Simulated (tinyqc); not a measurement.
Worked calculation: Pariser-Parr-Pople SCF with singles CI, for the molecule c1ccoc1 (SMILES; centres numbered as the heavy atoms are written). Computed by tinyqc, a small Python program that keeps every step. Settings: charge = 0, gamma = Ohno, start = core, damping = 0.5, iteration cap = 59, excitations kept = 9. Command: `OMP_NUM_THREADS=1 python tinyqc.py 24020 24021 out.jsonl` (the two numbers bound the seeds that draw the settings). One thread of a shared host (Intel(R) Xeon(R) Processor @ 2.60GHz), about 0.01 s of CPU time with the checks. Later iterations appear only in the table of the cycle.

## PPP integrals

Centres (angstrom, eV; a flat drawing with bonds scaled to 1.40 angstrom):
```
centre          x          y  core charge z          W   gamma_rr
1C       1.191000   0.000000              1  11.160000  11.130000
2C       0.368000   1.133000              1  11.160000  11.130000
3C      -0.963000   0.700000              1  11.160000  11.130000
4O      -0.963000  -0.700000              2  33.000000  21.500000
5C       0.368000  -1.133000              1  11.160000  11.130000
```

Resonance integrals (eV):
```
i  j       beta
1  2  -2.390000
2  3  -2.390000
3  4  -2.240000
4  5  -2.240000
5  1  -2.390000
```

Ohno: gamma = 14.399645/sqrt(R^2 + a^2), a = 2 x 14.399645/(gamma_rr + gamma_ss); H_rr = -W_r - sum_(s != r) z_s gamma_rs; H_rs = beta for bonds.

repulsion gamma_rs (eV), order 1C, 2C, 3C, 4O, 5C:
$$\begin{pmatrix}
11.130000 & 7.552804 & 5.520570 & 5.923873 & 7.552804 \\
7.552804 & 11.130000 & 7.554850 & 5.923004 & 5.518526 \\
5.520570 & 7.554850 & 11.130000 & 8.700754 & 5.519866 \\
5.923873 & 5.923004 & 8.700754 & 21.500000 & 8.702264 \\
7.552804 & 5.518526 & 5.519866 & 8.702264 & 11.130000
\end{pmatrix}$$

core matrix H (eV), order 1C, 2C, 3C, 4O, 5C:
$$\begin{pmatrix}
-43.633924 & -2.390000 & 0.000000 & 0.000000 & -2.390000 \\
-2.390000 & -43.632188 & -2.390000 & 0.000000 & 0.000000 \\
0.000000 & -2.390000 & -47.156794 & -2.240000 & 0.000000 \\
0.000000 & 0.000000 & -2.240000 & -62.249896 & -2.240000 \\
-2.390000 & 0.000000 & 0.000000 & -2.240000 & -47.155724
\end{pmatrix}$$

## Starting guess

pi electrons, sum of z_r less the charge = 6

Orbitals of the core matrix H.

P at the start, order 1C, 2C, 3C, 4O, 5C:
$$\begin{pmatrix}
0.557729 & 0.335246 & 0.175492 & -0.119659 & 0.804295 \\
0.335246 & 0.557389 & 0.804089 & -0.119643 & 0.175589 \\
0.175492 & 0.804089 & 1.455578 & 0.105851 & -0.322316 \\
-0.119659 & -0.119643 & 0.105851 & 1.974139 & 0.105902 \\
0.804295 & 0.175589 & -0.322316 & 0.105902 & 1.455165
\end{pmatrix}$$

## Iteration 1: Fock matrix

F_rr = H_rr + P_rr gamma_rr / 2 + sum_(s != r) P_ss gamma_rs; F_rs = H_rs - P_rs gamma_rs / 2; E = tr P (H + F) / 2 + core repulsion sum_(r<s) z_r z_s gamma_rs.

F (eV), order 1C, 2C, 3C, 4O, 5C:
$$\begin{pmatrix}
-5.599567 & -3.656023 & -0.484409 & 0.354422 & -5.427342 \\
-3.656023 & -5.598029 & -5.427387 & 0.354323 & -0.484496 \\
-0.484409 & -5.427387 & -6.557715 & -2.700491 & 0.889570 \\
0.354422 & 0.354323 & -2.700491 & -9.094710 & -2.700794 \\
-5.427342 & -0.484496 & 0.889570 & -2.700794 & -6.555272
\end{pmatrix}$$

pi energy = -94.512585 eV

## Iteration 1: orbitals and new P

Diagonalise F (the basis is taken as orthonormal) and form P = 2 sum c c over the lowest orbitals; 0.5 of the old P is kept.

orbital energies (eV): [-14.423810, -10.351620, -9.592110, -0.000536, 0.962782]

P after iteration 1, order 1C, 2C, 3C, 4O, 5C:
$$\begin{pmatrix}
0.773816 & 0.405697 & 0.070523 & -0.189750 & 0.821813 \\
0.405697 & 0.773495 & 0.821709 & -0.189746 & 0.070609 \\
0.070523 & 0.821709 & 1.296208 & 0.248697 & -0.336024 \\
-0.189750 & -0.189746 & 0.248697 & 1.860653 & 0.248782 \\
0.821813 & 0.070609 & -0.336024 & 0.248782 & 1.295829
\end{pmatrix}$$

## Iteration 2: Fock matrix

As before.

F (eV), order 1C, 2C, 3C, 4O, 5C:
$$\begin{pmatrix}
-5.520366 & -3.922076 & -0.194663 & 0.562027 & -5.493497 \\
-3.922076 & -5.518837 & -5.493943 & 0.561934 & -0.194830 \\
-0.194663 & -5.493943 & -6.485973 & -3.321924 & 0.927402 \\
0.562027 & 0.561934 & -3.321924 & -10.527849 & -3.322484 \\
-5.493497 & -0.194830 & 0.927402 & -3.322484 & -6.484622
\end{pmatrix}$$

pi energy = -96.372817 eV

## Iteration 2: orbitals and new P

As before.

orbital energies (eV): [-14.939703, -10.850621, -10.549381, 0.262902, 1.539156]

P after iteration 2, order 1C, 2C, 3C, 4O, 5C:
$$\begin{pmatrix}
0.896151 & 0.452556 & 0.008780 & -0.226098 & 0.822781 \\
0.452556 & 0.895870 & 0.822738 & -0.226080 & 0.008849 \\
0.008780 & 0.822738 & 1.210390 & 0.334065 & -0.346310 \\
-0.226098 & -0.226080 & 0.334065 & 1.787508 & 0.334165 \\
0.822781 & 0.008849 & -0.346310 & 0.334165 & 1.210082
\end{pmatrix}$$

## Convergence

Stop when output and input P, before any damping, agree to 1e-7.

Course of the cycle:
```
iteration        E (eV)  largest |P(out) - P(in)|
1          -94.51258526                  4.32e-01
2          -96.37281669                  2.45e-01
3          -97.48296072                  1.36e-01
4          -98.09765776                  7.53e-02
5          -98.42631908                  4.13e-02
6          -98.59921363                  2.39e-02
7          -98.68957393                  1.78e-02
8          -98.73674731                  1.35e-02
9          -98.76142803                  1.03e-02
10         -98.77439624                  7.87e-03
11         -98.78124963                  6.06e-03
...                 ...                       ...
45         -98.78920950                  1.15e-06
46         -98.78920950                  8.98e-07
47         -98.78920950                  6.99e-07
48         -98.78920950                  5.44e-07
49         -98.78920950                  4.23e-07
50         -98.78920950                  3.30e-07
51         -98.78920950                  2.56e-07
52         -98.78920950                  2.00e-07
53         -98.78920950                  1.55e-07
54         -98.78920950                  1.21e-07
55         -98.78920950                  9.41e-08
```

Converged in 55 iterations.

## Converged orbitals

Charges are z - P_rr.

orbital energies (eV): [-16.469873, -11.797726, -10.758577, 0.424581, 2.240728]

coefficients, order 1C, 2C, 3C, 4O, 5C:
$$\begin{pmatrix}
0.224298 & 0.595296 & 0.343896 & -0.308682 & -0.617871 \\
0.224324 & 0.595490 & -0.343512 & -0.308381 & 0.618038 \\
0.399010 & 0.143174 & -0.617909 & 0.565906 & -0.343848 \\
0.762183 & -0.500139 & -0.000178 & -0.411021 & 0.000063 \\
0.399046 & 0.142747 & 0.618000 & 0.566063 & 0.343561
\end{pmatrix}$$

pi charges: 1C -0.045902, 2C -0.045861, 3C -0.123037, 4O 0.337877, 5C -0.123076

## Singles CI, singlets

Over the 6 single excitations with the smallest orbital gaps: A = (e_a - e_i) delta + 2 (ia|jb) - (ij|ab), with (pq|rs) = sum c_mp c_mq gamma_mn c_nr c_ns. f = 2/3 w |mu|^2 in atomic units, mu = sqrt2 sum c_ia sum_m c_mi c_ma R_m.

singlet CI matrix (eV), order 3>4, 2>4, 3>5, 2>5, 1>4, 1>5:
$$\begin{pmatrix}
5.692866 & 0.000748 & 0.000647 & -0.848038 & -0.000232 & -0.121755 \\
0.000748 & 6.957450 & 0.904009 & -0.000039 & -0.143881 & 0.000402 \\
0.000647 & 0.904009 & 7.291388 & 0.000039 & -0.619007 & 0.000670 \\
-0.848038 & -0.000039 & 0.000039 & 7.651960 & 0.000587 & -0.188981 \\
-0.000232 & -0.143881 & -0.619007 & 0.000587 & 10.069248 & -0.000073 \\
-0.121755 & 0.000402 & 0.000670 & -0.188981 & -0.000073 & 12.186405
\end{pmatrix}$$

singlet excitation energies (eV): [5.372010, 6.183186, 7.898408, 7.963777, 10.236494, 12.195445]

oscillator strengths: [0.202605, 0.018097, 0.920838, 0.502247, 0.135534, 0.032525]

## Singles CI, triplets

Over the 6 single excitations with the smallest orbital gaps: A = (e_a - e_i) delta - (ij|ab), with (pq|rs) = sum c_mp c_mq gamma_mn c_nr c_ns.

triplet CI matrix (eV), order 3>4, 2>4, 3>5, 2>5, 1>4, 1>5:
$$\begin{pmatrix}
3.390471 & -0.000378 & -0.000260 & -0.702455 & -0.000002 & -0.895667 \\
-0.000378 & 4.368667 & -0.702455 & 0.000506 & 1.160426 & 0.000244 \\
-0.000260 & -0.702455 & 5.633846 & 0.000261 & -0.895667 & 0.000665 \\
-0.702455 & 0.000506 & 0.000261 & 5.955024 & 0.000244 & -0.603927 \\
-0.000002 & 1.160426 & -0.895667 & 0.000244 & 7.626762 & 0.000195 \\
-0.895667 & 0.000244 & 0.000665 & -0.603927 & 0.000195 & 11.798767
\end{pmatrix}$$

triplet excitation energies (eV): [3.091189, 3.890498, 5.325933, 6.113023, 8.412843, 11.940050]
